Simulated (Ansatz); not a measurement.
# HClO (triplet): wave-function methods side by side at distance Cl1–H2 along a hydrogen transfer = 1.279 Å, cc-pVTZ

How much of the correlation energy of HClO (triplet) does each wave-function method recover here?

Program: Ansatz 0.2.0, Gaussian basis. Level of theory: cc-pVTZ, core rule «outside noble gas», up to 6 orbitals frozen. These are calculated values, not measurements.

To be run: UHF; CCSD(T) on ROHF; CCSD(T) on UHF; BCCD(T) on ROHF; CCSDT(Q) on ROHF; CCSDT(Q) on UHF; CASSCF and MRCISD+Q, 4 electrons in 4 orbitals; CASSCF and NEVPT2, 4 electrons in 4 orbitals; CASSCF and MRCISD+Q, 14 electrons in 9 orbitals; CASSCF and NEVPT2, 14 electrons in 9 orbitals.

## 1. The geometry

The geometry derives from fragments relaxed apart (PBE0/def2-TZVP) and kept rigid, so it is no stationary point. A hydrogen atom is moved between rigid fragments.

3 atoms, charge 0, spin multiplicity 3.

Atoms are counted from 1 here; the program's logs count them from 0.

Bond lengths: Cl1–H2 1.279 Å.

Coordinates:

```xyz
3
ClHO
Cl    0.00000    0.00000   -1.29627
H     0.00000    0.00000   -0.01747
O     0.00000    0.00000    1.31373
```

## 2. UHF

Input file in.yaml:

```yaml
crystal:
  periodic: [false, false, false]
  atoms:
    - {symbol: Cl, position_ang: [0.000000, 0.000000, -1.296267]}
    - {symbol: H, position_ang: [0.000000, 0.000000, -0.017467]}
    - {symbol: O, position_ang: [0.000000, 0.000000, 1.313733]}
basis:
  gaussian: {orbitals: cc-pVTZ}
magnetization: {spin_polarized: true, initial_magnetization: 2}
hamiltonian: {xc: hf}
output: {orbitals: {seedname: orbitals}}
```

On the command line:

```
ansatz run in.yaml --threads 1 --pin off --events-out ev --progress --plain --max-ram 4096MiB --backend cpu
```

Further steps of the session: CCSD(T) on ROHF; CCSD(T) on UHF; BCCD(T) on ROHF; CCSDT(Q) on ROHF; CCSDT(Q) on UHF; CASSCF and MRCISD+Q, 4 electrons in 4 orbitals; CASSCF and NEVPT2, 4 electrons in 4 orbitals; CASSCF and MRCISD+Q, 14 electrons in 9 orbitals; CASSCF and NEVPT2, 14 electrons in 9 orbitals.

Before running them: what should the planned runs give, taken together? Wanted: UCCSDT(Q) below the RHF energy; RMP2 from UCCSDT(Q); UMP2 from UCCSDT(Q); RCCSD from UCCSDT(Q); RCCSD(T) from UCCSDT(Q); UCCSD(T) from UCCSDT(Q); RCCSDT(Q) from UCCSDT(Q); NEVPT2 pair from UCCSDT(Q); NEVPT2 valence from UCCSDT(Q).

**Answer**, as computed:

| quantity | value |
| --- | --- |
| UCCSDT(Q) below the RHF energy | -11.2747 eV |
| RMP2 from UCCSDT(Q) | +31.88 kcal/mol |
| UMP2 from UCCSDT(Q) | +31.66 kcal/mol |
| RCCSD from UCCSDT(Q) | +9.11 kcal/mol |
| RCCSD(T) from UCCSDT(Q) | +1.02 kcal/mol |
| UCCSD(T) from UCCSDT(Q) | +0.98 kcal/mol |
| RCCSDT(Q) from UCCSDT(Q) | +0.07 kcal/mol |
| NEVPT2 pair from UCCSDT(Q) | +33.16 kcal/mol |
| NEVPT2 valence from UCCSDT(Q) | +50.89 kcal/mol |
| MRCISD+Q valence from UCCSDT(Q) | +6.92 kcal/mol |
| levels within 1 kcal/mol (43 meV) | UCCSD(T), BCCD(T), RCCSDT, UCCSDT, RCCSDT(Q) |
| T1 diagnostic | 0.025 |
| effectively unpaired electrons | 2.00 |

RCCSD(T) lands +1.02 kcal/mol from the yardstick (0.4 % of the correlation energy). One determinant dominates. Of the multireference levels listed MRCISD+Q valence comes nearest in total energy (+6.92 kcal/mol), which doesn't show that its space is the better one. Coupled cluster took another determinant than the lowest Hartree-Fock one. These misses are within one basis, not against nature; the frozen cores of restricted and unrestricted runs differ, which can shift their rows.
